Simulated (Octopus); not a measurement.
**BNH3O (SMILES N[B]O): a chain of runs**

We compute energy and gradient (UPBE), then energy and forces (UPBE), then energy and gradient (UPBE), then energy and gradient (UPBE) of BNH3O. The setting varied is the grid spacing. 

Program for the calculation: Octopus 16.4.

3 further runs of the same task are left out: 3 set aside as unsound or not needed.

## Step 1: The structure to begin with

The species is BNH3O (6 atoms), meant as a doublet with charge 0. As SMILES, `N[B]O`. The coordinates come from a PBE0-D4/def2-TZVP relaxation. This is one conformer, not always the lowest.

Bond lengths: N1–B2 1.390 Å, B2–O3 1.359 Å, N1–H4 1.002 Å, N1–H5 1.010 Å, O3–H6 0.958 Å. Angles: N1–B2–O3 122.6°, B2–N1–H4 122.8°, B2–N1–H5 122.6°, B2–O3–H6 113.3°, H4–N1–H5 114.6°.

## Step 2: Energy and gradient at UPBE (scalar, in the pseudopotentials, pseudodojo_pbe potentials, box margin 4 angstrom, extra states 0, grid spacing 0.195 angstrom, mix field default) (run 4)

Started as:

```
OMP_NUM_THREADS=1 octopus > gs.log
```

Output:

```text
Version                : 16.4
[... 184 lines left out ...]
Converged eigenvectors: 0
#  State  Spin  Eigenvalue [eV]  Occupation    Error
[... 19 lines left out ...]
Converged eigenvectors: 0
#  State  Spin  Eigenvalue [eV]  Occupation    Error
[... 68 lines left out ...]
Converged eigenvectors: 1
#  State  Spin  Eigenvalue [eV]  Occupation    Error
[... 19 lines left out ...]
Converged eigenvectors: 0
#  State  Spin  Eigenvalue [eV]  Occupation    Error
[... 16 lines left out ...]
Info: SCF converged in   20 iterations
[... 1 line left out ...]
**   Some of the states are not fully converged!
[... 1 line left out ...]
Octopus emitted 2 warnings.
```

It took 13 s on 1 thread of Intel Xeon 6975P-C (Granite Rapids), shared host; peak memory 0.11 GiB.

## Step 3: Energy and forces at UPBE (scalar, in the pseudopotentials, pseudodojo_pbe potentials, box margin 4 angstrom, extra states 0, grid spacing 0.171983 angstrom, mix field default) (run 5)

Started as:

```
OMP_NUM_THREADS=1 octopus > gs.log
```

Output:

```text
Version                : 16.4
[... 179 lines left out ...]
Converged eigenvectors: 0
#  State  Spin  Eigenvalue [eV]  Occupation    Error
[... 19 lines left out ...]
Converged eigenvectors: 0
#  State  Spin  Eigenvalue [eV]  Occupation    Error
[... 68 lines left out ...]
Converged eigenvectors: 0
#  State  Spin  Eigenvalue [eV]  Occupation    Error
[... 19 lines left out ...]
Converged eigenvectors: 0
#  State  Spin  Eigenvalue [eV]  Occupation    Error
[... 16 lines left out ...]
Info: SCF converged in   20 iterations
[... 1 line left out ...]
**   Some of the states are not fully converged!
[... 1 line left out ...]
Octopus emitted 1 warning.
```

It took 20 s on 1 thread of Intel Xeon 6975P-C (Granite Rapids), shared host; peak memory 0.15 GiB.

## Step 4: Energy and forces at UPBE (scalar, in the pseudopotentials, pseudodojo_pbe potentials, box margin 4 angstrom, extra states 0, grid spacing 0.15 angstrom, mix field default) (run 6)

Started as:

```
OMP_NUM_THREADS=1 octopus > gs.log
```

Output:

```text
Version                : 16.4
[... 179 lines left out ...]
Converged eigenvectors: 0
#  State  Spin  Eigenvalue [eV]  Occupation    Error
[... 19 lines left out ...]
Converged eigenvectors: 0
#  State  Spin  Eigenvalue [eV]  Occupation    Error
[... 68 lines left out ...]
Converged eigenvectors: 0
#  State  Spin  Eigenvalue [eV]  Occupation    Error
[... 19 lines left out ...]
Converged eigenvectors: 0
#  State  Spin  Eigenvalue [eV]  Occupation    Error
[... 16 lines left out ...]
Info: SCF converged in   20 iterations
[... 1 line left out ...]
**   Some of the states are not fully converged!
[... 1 line left out ...]
Octopus emitted 1 warning.
```

Run time: 30 s. Hardware: 1 thread of Intel Xeon 6975P-C (Granite Rapids), shared host; peak memory 0.2 GiB.

## Step 5: Energy and gradient at UPBE (scalar, in the pseudopotentials, pseudodojo_pbe potentials, box margin 4 angstrom, extra states 0, grid spacing 0.132 angstrom, mix field default) (run 7)

Started as:

```
OMP_NUM_THREADS=1 octopus > gs.log
```

Output:

```text
Version                : 16.4
[... 179 lines left out ...]
Converged eigenvectors: 0
#  State  Spin  Eigenvalue [eV]  Occupation    Error
[... 19 lines left out ...]
Converged eigenvectors: 0
#  State  Spin  Eigenvalue [eV]  Occupation    Error
[... 74 lines left out ...]
Converged eigenvectors: 0
#  State  Spin  Eigenvalue [eV]  Occupation    Error
[... 19 lines left out ...]
Converged eigenvectors: 0
#  State  Spin  Eigenvalue [eV]  Occupation    Error
[... 16 lines left out ...]
Info: SCF converged in   22 iterations
[... 1 line left out ...]
**   Some of the states are not fully converged!
[... 1 line left out ...]
Octopus emitted 1 warning.
```

It took 52 s on 1 thread of Intel Xeon 6975P-C (Granite Rapids), shared host; peak memory 0.28 GiB.

## Step 6: All runs side by side

```tsv
run	level	grid spacing	box margin	energy (Eh)	dipole moment (D)	HOMO energy (eV)	wall time
4	UPBE (scalar, in the pseudopotentials, pseudodojo_pbe potentials, box margin 4 angstrom, extra states 0, grid spacing 0.195 angstrom, mix field default)	0.195	4	-31.655432	0.47	-4.24	13 s
5	UPBE (scalar, in the pseudopotentials, pseudodojo_pbe potentials, box margin 4 angstrom, extra states 0, grid spacing 0.171983 angstrom, mix field default)	0.171983	4	-31.633025	0.46	-4.24	20 s
6	UPBE (scalar, in the pseudopotentials, pseudodojo_pbe potentials, box margin 4 angstrom, extra states 0, grid spacing 0.15 angstrom, mix field default)	0.15	4	-31.622998	0.46	-4.23	30 s
7	UPBE (scalar, in the pseudopotentials, pseudodojo_pbe potentials, box margin 4 angstrom, extra states 0, grid spacing 0.132 angstrom, mix field default)	0.132	4	-31.619848	0.46	-4.23	52 s
```

Convergence of the total energy of doublet BNH3O with the grid spacing, against the last point:

```tsv
grid spacing	from the last (mEh)	wall time
0.195 Å	-35.583	13 s
0.171983 Å	-13.177	20 s
0.15 Å	-3.150	30 s
0.132 Å	+0.000	52 s
```

Convergence of the HOMO energy (highest over α and β) of doublet BNH3O with the grid spacing, against the last point:

```tsv
grid spacing	from the last (eV)	wall time
0.195 Å	-0.0109	13 s
0.171983 Å	-0.0041	20 s
0.15 Å	-0.0014	30 s
0.132 Å	+0.0000	52 s
```

## Step 7: Results

| quantity | value |
| --- | --- |
| run 7, UPBE: total energy | -31.61985 Eh |
| run 7, UPBE: dipole moment | 0.46 D |
| run 7, UPBE: HOMO energy (highest over α and β) | -4.23 eV |
| run 7, UPBE: largest force on an atom | 0.365 eV/Å |

In words: For the total energy of doublet BNH3O to stay within 10 mEh of the last point, 0.15 Å is the first point of the series from which all later ones do (30 s against 52 s). For the HOMO energy (highest over α and β) of doublet BNH3O to stay within 0.01 eV of the last point, 0.171983 Å is the first point of the series from which all later ones do (20 s against 52 s). Over the runs the total energy spans 0.968 eV. All runs together took 1.9 min, the longest 52 s.
